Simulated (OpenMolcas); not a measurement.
## How methods differ on BNH3 (SMILES B[NH])

BNH3: 5 atoms, total charge 0, spin state doublet. As SMILES, `B[NH]`. The shape is that of a PBE0-D4/def2-TZVP optimisation.

```xyz
5

B    -0.3108   -0.3701   -0.0916
N     0.5312    0.6552   -0.0198
H    -0.4148   -1.1074    0.8625
H    -0.9641   -0.5731   -1.0819
H     1.2084    1.3217    0.2893
```

Each level gives the energy change with the B1–N2 bond stretched from 1.329 to 1.993 Å (eV). The values are calculated.

| level | kind | program | value (eV) | less FCI/STO-3G |
| --- | --- | --- | --- | --- |
| UHF/STO-3G | Hartree–Fock | OpenMolcas | 4.35 | -0.10 |
| USVWN5/STO-3G | LDA | OpenMolcas | 4.75 | +0.30 |
| UPBE/STO-3G | GGA | OpenMolcas | 4.32 | -0.13 |
| U-r2SCAN/STO-3G | meta-GGA | OpenMolcas | 4.40 | -0.05 |
| UB3LYP/STO-3G | global hybrid | OpenMolcas | 4.41 | -0.04 |
| CASPT2(3,3)/STO-3G | multireference | OpenMolcas | 4.85 | +0.40 |
| CASSCF(3,3)/STO-3G | multireference | OpenMolcas | 4.71 | +0.26 |
| FCI/STO-3G | exact in the basis | OpenMolcas | 4.45 | 0.00 |

FCI/STO-3G is exact within its basis and frozen core, so for wave-function methods in that basis the difference is their error; functionals converge differently with the basis, so for them it is only a difference. The first shape isn't each level's own minimum. The values span 4.32 to 4.85 eV. Spin contamination of the reference (⟨S²⟩ at least 0.1 too high) touches UHF/STO-3G, USVWN5/STO-3G, UPBE/STO-3G, U-r2SCAN/STO-3G, UB3LYP/STO-3G. All rows use very small basis sets, so even the best lies far from the true value.
